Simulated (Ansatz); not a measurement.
Ansatz (a first-principles code) input (B3LYP-D3(BJ)/def2-TZVP):

Ansatz 0.2 input:
```yaml
crystal:
  periodic: [false, false, false]
  atoms:
    - {symbol: C, position_ang: [-0.02143924, 0.03321512, -0.68640509]}
    - {symbol: C, position_ang: [0.01068025, 0.08641879, 0.53583586]}
    - {symbol: H, position_ang: [0.05056599, -0.51883051, -1.58867454]}
    - {symbol: O, position_ang: [-0.00836545, 0.40734040, 1.73069058]}
basis:
  gaussian:
    orbitals: def2-TZVP
hamiltonian:
  xc: b3lyp
  dispersion: d3bj
total_charge: -1
relax: {f_tol: 0.002, max_steps: 150}
```

End of the output:

```
integrals: 0.02 GiB planned
555 factors; their error is unknown
mean field: 0.22 GiB planned
mean field -4138.05451564 eV, -152.0706985757 hartree, gradient 5.3e-6 eV, S^2 0.000000; 0 other end points of the search recorded, 0 dependent functions left out
the calculation of the forces begins
reference -4138.05469026 eV, -152.0707049928 hartree; 11, 11 occupied and 88, 88 virtual orbitals, 555 factors
relax step   7: F+E_penalty+E_count = -4138.13071995 eV  Δ(F+E_penalty+E_count) = -1.528e-3 eV  max|allowed force component| = 1.934e-1 eV/Å  Δτ_max = 0.0211 Å  (33 SCF iters, accepted)
these checks for a lower state are left out or cut short: starts, cluster_reference, orbital_swaps, neighbouring_geometries, increment
integrals: 0.02 GiB planned
555 factors; their error is unknown
mean field: 0.22 GiB planned
mean field evaluation 64: about -4138.0549 eV, gradient 5.1e-6 eV
mean field -4138.05489573 eV, -152.0707125437 hartree, gradient 5.1e-6 eV, S^2 0.000000; 0 other end points of the search recorded, 0 dependent functions left out
the calculation of the forces begins
reference -4138.05506950 eV, -152.0707189296 hartree; 11, 11 occupied and 88, 88 virtual orbitals, 555 factors
relax step   8: F+E_penalty+E_count = -4138.13114189 eV  Δ(F+E_penalty+E_count) = -4.219e-4 eV  max|allowed force component| = 1.871e-2 eV/Å  Δτ_max = 0.0094 Å  (33 SCF iters, accepted)
these checks for a lower state are left out or cut short: starts, cluster_reference, orbital_swaps, neighbouring_geometries, increment
integrals: 0.02 GiB planned
555 factors; their error is unknown
mean field: 0.22 GiB planned
mean field -4138.05489816 eV, -152.0707126331 hartree, gradient 5.1e-6 eV, S^2 0.000000; 0 other end points of the search recorded, 0 dependent functions left out
the calculation of the forces begins
reference -4138.05507197 eV, -152.0707190203 hartree; 11, 11 occupied and 88, 88 virtual orbitals, 555 factors
relax step   9: F+E_penalty+E_count = -4138.13114413 eV  Δ(F+E_penalty+E_count) = -2.236e-6 eV  max|allowed force component| = 8.916e-3 eV/Å  Δτ_max = 0.0004 Å  (34 SCF iters, accepted)
these checks for a lower state are left out or cut short: starts, cluster_reference, orbital_swaps, neighbouring_geometries, increment
integrals: 0.02 GiB planned
555 factors; their error is unknown
mean field: 0.22 GiB planned
mean field -4138.05489928 eV, -152.0707126743 hartree, gradient 5.1e-6 eV, S^2 0.000000; 0 other end points of the search recorded, 0 dependent functions left out
the calculation of the forces begins
reference -4138.05507309 eV, -152.0707190616 hartree; 11, 11 occupied and 88, 88 virtual orbitals, 555 factors
relax step  10: F+E_penalty+E_count = -4138.13114466 eV  Δ(F+E_penalty+E_count) = -5.274e-7 eV  max|allowed force component| = 7.594e-5 eV/Å  Δτ_max = 0.0001 Å  (34 SCF iters, accepted)
integrals: 0.02 GiB planned
555 factors; their error is unknown
mean field: 0.22 GiB planned
mean field evaluation 96: about -4138.0549 eV, gradient 9.8e-4 eV
mean field -4138.05489928 eV, -152.0707126743 hartree, gradient 5.1e-6 eV, S^2 0.000000; 1 other end points of the search recorded, 0 dependent functions left out
the calculation of the forces begins
reference -4138.05507309 eV, -152.0707190616 hartree; 11, 11 occupied and 88, 88 virtual orbitals, 555 factors
Total energy: -4138.13131847 eV, -152.0735210274 hartree
Atom 0 at    -0.037376     0.110602    -0.730772 Å, force    -0.000012     0.000068     0.000005 eV/Å
Atom 1 at    -0.001860     0.150925     0.524091 Å, force     0.000013    -0.000076     0.000028 eV/Å
Atom 2 at     0.065528    -0.588495    -1.532005 Å, force     0.000005    -0.000037    -0.000056 eV/Å
Atom 3 at     0.005150     0.335112     1.730132 Å, force    -0.000006     0.000045     0.000023 eV/Å
Dipole moment:     0.045631    -0.218475     0.142447 e Å
```

It need not be the lowest isomer of its formula. Whether it binds its extra electron was not tested at this geometry.
